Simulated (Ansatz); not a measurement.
# AlSiH4 radical (SMILES [AlH2][SiH2]): a rigid scan of the angle H4–Al1–H3

One table from this session's results is given with a row withheld; the runs are named, their logs left out.

Program: Ansatz 0.2.0, Gaussian basis. Level of theory: single points in def2-TZVPP. These are calculated values, not measurements.

Levels: PBE-D4, r2SCAN-D4, PBE0-D4, B3LYP-D4, wB97M-V, Hartree-Fock, MP2, CCSD, CCSD(T). The scan takes 98.9, 104.9, 110.9, 116.9, 122.9, 128.9, 134.9, 140.9, 146.9°.

Cores are frozen in the correlated methods. Orbitals are unrestricted. B3LYP uses VWN-RPA correlation.

36 further runs of the same task are left out: 36 set aside as unsound or not needed.

## Where the work starts

The minimum, relaxed at PBE0-D4: SMILES `[AlH2][SiH2]`, 6 atoms, charge 0, spin multiplicity 2.

Atoms are counted from 1 here; the program's logs count them from 0.

Bond lengths: Al1–Si2 2.374 Å, Al1–H3 1.584 Å, Al1–H4 1.584 Å, Si2–H5 1.487 Å, Si2–H6 1.487 Å. Angles: Si2–Al1–H3 118.6°, Si2–Al1–H4 118.5°, H3–Al1–H4 122.9°, Al1–Si2–H5 125.2°, Al1–Si2–H6 125.2°, H5–Si2–H6 109.6°.

Coordinates:

```xyz
6
charge 0, multiplicity 2
Al   -0.2542   -1.1914   -0.0712
Si    0.2424    1.1261    0.0686
H    -0.9811   -1.8861    1.1530
H     0.1568   -1.9755   -1.3848
H     0.9120    1.9242   -0.9920
H    -0.0760    2.0027    1.2264
```

Energies of the minimum (eV), from earlier single points: PBE-D4 -14530.37583, r2SCAN-D4 -14536.84605, PBE0-D4 -14531.87887, B3LYP-D4 -14539.88869, wB97M-V -14536.77188, CCSD(T) -14514.09796.

At the minimum the angle H4–Al1–H3 is 122.9°.

Set-up of the first run:

The input, ccsdt-tzvpp/in.yaml:

```yaml
crystal:
  periodic: [false, false, false]
  atoms:
    - {symbol: Al, position_ang: [-0.254151, -1.191391, -0.071163]}
    - {symbol: Si, position_ang: [0.242432, 1.126141, 0.068647]}
    - {symbol: H, position_ang: [-0.981124, -1.886090, 1.152971]}
    - {symbol: H, position_ang: [-0.122390, -2.449832, -1.024243]}
    - {symbol: H, position_ang: [0.912036, 1.924151, -0.992036]}
    - {symbol: H, position_ang: [-0.076002, 2.002735, 1.226359]}
basis:
  gaussian: {orbitals: def2-TZVPP}
magnetization: {spin_polarized: true, initial_magnetization: 1}
correlation: {method: ccsd_t}
scf: {omitted_lower_state_checks: [cluster_reference]}
```

No record of the launch command was kept for these runs.

Steps of the session up to this table: H4–Al1–H3 = 98.9°; H4–Al1–H3 = 104.9°; H4–Al1–H3 = 110.9°; H4–Al1–H3 = 116.9°; H4–Al1–H3 = 122.9°; H4–Al1–H3 = 128.9°; H4–Al1–H3 = 134.9°; H4–Al1–H3 = 140.9°; H4–Al1–H3 = 146.9°.

One table of the session follows, with a row left open; its other results are not shown here.

Energies less that of the minimum at the same level (eV):

| angle (°) | PBE-D4 | PBE0-D4 | B3LYP-D4 | wB97M-V | Hartree-Fock |
| --- | --- | --- | --- | --- | --- |
| 98.9 | 0.275 | 0.285 | 0.291 | 0.290 | 0.311 |
| 104.9 | 0.154 | 0.158 | 0.162 | 0.161 | 0.168 |
| 110.9 | ? | ? | ? | ? | ? |
| 116.9 | 0.018 | 0.017 | 0.018 | 0.018 | 0.014 |
| 122.9 (minimum) | 0.000 | 0.000 | 0.000 | 0.000 | 0.000 |
| 122.9 | 0.000 | 0.000 | 0.000 | 0.000 | 0.000 |
| 128.9 | 0.015 | 0.018 | 0.018 | 0.017 | 0.027 |
| 134.9 | 0.064 | 0.070 | 0.072 | 0.070 | 0.095 |
| 140.9 | 0.145 | 0.157 | 0.162 | 0.157 | 0.206 |
| 146.9 | 0.261 | 0.281 | 0.289 | 0.282 | 0.359 |

**Question.** Estimate the row for angle (°) = 110.9.

Worked estimate for «PBE-D4». A straight line through the neighbours (104.9, 0.154) and (116.9, 0.018) gives 0.154 + (0.018 − 0.154) × (110.9 − 104.9) / (116.9 − 104.9) = 0.086; a parabola fitted to 4 rows on both sides gives 0.069.

**Answer.** PBE-D4: 0.069; PBE0-D4: 0.070; B3LYP-D4: 0.071; wB97M-V: 0.071; Hartree-Fock: 0.070. In «PBE-D4» the line misses by +0.017 and the parabola by 0.000.

To keep in mind: A polynomial through the near points puts the CCSD(T) minimum 0.2° below the PBE0-D4 value.
